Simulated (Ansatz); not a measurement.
Reaction: H5SiPO (SMILES P[SiH2]O) → H3SiO (SMILES O[SiH2], doublet) + PH2 (SMILES [PH2], doublet) (the P-Si bond breaks)
Each species at its own B3LYP-D3(BJ)/def2-TZVP minimum (Ansatz, an electronic-structure program), one conformer.

Total energies in hartree (Ansatz). Open shells are spin-unrestricted; no spin-orbit coupling. Correlated methods leave the cores frozen. No relativity.

```csv
species,HF/cc-pV(T+d)Z,CCSD(T)/cc-pV(T+d)Z,HF/cc-pV(Q+d)Z,CCSD(T)/cc-pV(Q+d)Z,CCSD(T)/cc-pV(D+d)Z,CCSDT(Q)/cc-pV(D+d)Z
"1: H5SiPO (hydroxysilylphosphane, SMILES O[SiH2]P)",-707.55788,-708.14711,-707.57180,-708.19930,-707.97014,-707.97229
"2: H3SiO (SMILES O[SiH2], doublet)",-365.58688,-365.97059,-365.59778,-366.00748,-365.84562,-365.84698
"3: PH2 (SMILES [PH2], doublet)",-341.88871,-342.05854,-341.89218,-342.07094,-342.01350,-342.01425
```

Work out the bond dissociation energy (electronic) in kcal/mol: take Hartree-Fock from cc-pV(Q+d)Z, extrapolate the CCSD(T) correlation energy as X^-3 (X = 3, 4), and add CCSDT(Q) - CCSD(T) in cc-pV(D+d)Z. 1 hartree = 627.51 kcal/mol.


Species 1: correlation (64·(-0.62750) - 27·(-0.58923))/37 = -0.65543; step -0.00215; E1 = -707.57180 + (-0.65543) + (-0.00215) = -708.22938
Species 2: correlation (64·(-0.40970) - 27·(-0.38371))/37 = -0.42867; step -0.00136; E2 = -365.59778 + (-0.42867) + (-0.00136) = -366.02781
Species 3: correlation (64·(-0.17876) - 27·(-0.16983))/37 = -0.18528; step -0.00075; E3 = -341.89218 + (-0.18528) + (-0.00075) = -342.07821
-1·E1 +1·E2 +1·E3 = 0.12336 hartree = 77.4 kcal/mol.
